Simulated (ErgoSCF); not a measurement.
# BNH4 (SMILES [H]B([H])N): UHSE(Ergo)/4-31G

Aim: the vertical ionisation energy of BNH4 at UHSE(Ergo)/4-31G, from 2 runs. 

Program for the calculation: ErgoSCF 3.8.

13 further runs of the same task are left out: 4 that didn't finish, 9 set aside as unsound or not needed.

## (1) The molecule

The species is BNH4 (6 atoms), meant as a singlet with charge 0. As SMILES, `[H]B([H])N`. Geometry: relaxed at GFN2-xTB.

Bond lengths: B1–N4 1.378 Å, B1–H2 1.171 Å, B1–H3 1.171 Å, N4–H5 1.007 Å, N4–H6 1.007 Å. Angles: B1–N4–H5 123.8°, B1–N4–H6 123.7°, H2–B1–N4 118.8°, H3–B1–N4 119.0°, H5–N4–H6 112.5°, H2–B1–H3 122.1°.

## (2) The energy at UHSE(Ergo)/4-31G

Input file job.ego:

```
set_nthreads("env")
molecule_inline Angstrom
B        0.341950       0.595150       0.003650
H        1.330110       0.674300       0.627440
H       -0.078600       1.496820      -0.614110
N       -0.345390      -0.598720      -0.003870
H       -1.199300      -0.750580      -0.515060
H       -0.048780      -1.416960       0.501960
EOF
scf.max_number_of_iterations = 100
spin_polarization = 0
basis = "4-31G"
scf.starting_guess_disturbance = 0.05
tmpdir = "."
XC.type = "Turbo"
scf.use_diagonalization = 1
scf.force_unrestricted = 1
scf.convergence_threshold = 1e-06
scf.output_mulliken_pop = 1
run "HSE"
```

Command:

```console
$ ergo job.ego
```

Standard output:

```text
[...]
INSC SCF_general constructor, number of basis functions: 26
[...]
INSC Energy   1 =        -46.32584046146
[...]
INDE E_LUMO =          0.01687144666
[...]
INSC Energy  11 =        -81.97735694349  ( diff     -0.000000006848040 )
[...]
RESC CONVERGED after  11 iterations.
RESC FINAL ENERGY:        -81.97735694349
RESC FINAL <S2> =          0.00000000010
[...]
INSC SCF: dipole_moment_x [atomic units] =      -0.42169132
INSC SCF: dipole_moment_y [atomic units] =      -0.73168459
INSC SCF: dipole_moment_z [atomic units] =      -0.00437291
[...]
```

Run time: 2.2 s. Hardware: 1 thread of Arm Neoverse V1, shared host.

## (3) The doublet cation at the same level

Input file ergo.in:

```
# BH4N
set_nthreads(1)
molecule_inline Angstrom
B      0.341950     0.595150     0.003650
H      1.330110     0.674300     0.627440
H     -0.078600     1.496820    -0.614110
N     -0.345390    -0.598720    -0.003870
H     -1.199300    -0.750580    -0.515060
H     -0.048780    -1.416960     0.501960
EOF
charge = 1
scf.use_diagonalization = 1
spin_polarization = 1
scf.output_mulliken_pop = 1
scf.convergence_threshold = 1e-06
tmpdir = "."
XC.type = "Turbo"
basis = "4-31G"
scf.starting_guess_disturbance = 0.05
scf.max_number_of_iterations = 100
run "HSE"
```

Command:

```console
$ ergo ergo.in
```

Standard output:

```text
[...]
INSC SCF_general constructor, number of basis functions: 26
[...]
INSC Energy   1 =        -44.25373902093
[...]
INDE E_LUMO =         -0.53716428012
[...]
INSC Energy  16 =        -81.55982615378  ( diff     -0.000000000471402 )
[...]
RESC CONVERGED after  16 iterations.
RESC FINAL ENERGY:        -81.55982615378
RESC FINAL <S2> =          0.75250729879
[...]
INSC SCF: dipole_moment_x [atomic units] =      -0.62451176
INSC SCF: dipole_moment_y [atomic units] =      -1.08255717
INSC SCF: dipole_moment_z [atomic units] =      -0.00645762
[...]
```

Wall time 3.3 s (1 thread of Arm Neoverse V1, shared host).

## (4) What came out

At UHSE(Ergo)/4-31G:

| quantity | value |
| --- | --- |
| singlet BNH4: total energy | -81.97736 Eh |
| singlet BNH4: dipole moment | 2.15 D |
| doublet cation: total energy | -81.55983 Eh |
| doublet cation: ⟨S²⟩ | 0.753 |
| vertical ionisation energy (to the doublet cation) | 11.362 eV |

What this shows: The vertical ionisation energy comes to 11.36 eV (262 kcal/mol). Mulliken charges (doublet cation) run from -0.47 on N4 to +0.46 on H5; they depend strongly on the basis.
